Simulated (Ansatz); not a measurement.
This geometry of CH$_{3}$NS$_{2}$ (7 atoms, charge 0, multiplicity 1) is a first-order saddle point.

Level of theory: RKS B3LYP-D4/6-31G* in Ansatz 0.2.0.

```xyz
7
Properties=species:S:1:pos:R:3
N -0.921 0.651 0.482
C 0.061 -0.046 -0.018
S 0.748 -0.996 1.268
S 0.560 0.003 -1.708
H -0.534 -0.014 1.666
H -1.478 1.288 -0.090
H 1.565 -0.886 -1.600
```

Question: Which two structures does it join? (They come from a converged band through this point; their orientation in space is the band's.)

Answer: Bonds broken: N1–H5. Bonds formed: S3–H5.

Image 0:

```xyz
7
Properties=species:S:1:pos:R:3
N -0.828 0.552 0.573
C 0.198 -0.203 0.130
S 1.075 -1.226 1.094
S 0.487 0.046 -1.625
H -1.083 0.488 1.548
H -1.362 1.164 -0.029
H 1.513 -0.820 -1.690
```

Image 6:

```xyz
7
Properties=species:S:1:pos:R:3
N -1.096 0.858 0.278
C -0.121 0.114 -0.036
S 0.679 -0.915 1.191
S 0.580 -0.018 -1.693
H -0.126 -0.511 2.196
H -1.460 1.391 -0.516
H 1.545 -0.920 -1.421
```

Question: How far does it lie above each of them?

Answer: 1.85 eV above the first and 1.19 eV above the second. This is the barrier of this one path; another mechanism may lie lower. The orbitals stay closed-shell, which can raise the energy where a bond breaks towards radicals; this wasn't checked here.

The run took 2.2 min on 1 thread of Arm Neoverse V1, with other jobs on the host, peak memory 0.14 GiB.
